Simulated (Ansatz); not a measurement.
# 1T (CdI2-type) PtS₂

Method: PBEsol (Ansatz, an electronic-structure program, PAW).

Numerical settings: plane-wave cutoff 520 eV, 12×12×8 k mesh (along the axes of the cell as run), perturbation theory, force constants from a 6×6×2 q mesh, scalar-relativistic PAW data made under PBE.

Cell: relaxed at this level.

| Property | Result |
|---|---|
| zero-point energy | 0.046 eV/atom |

Note: the cell comes from a level without a dispersion term, which matters for the spacing of layers, chains or molecules.

Spin–orbit coupling is not included.

Cost on a shared machine: roughly 120 core-minutes.
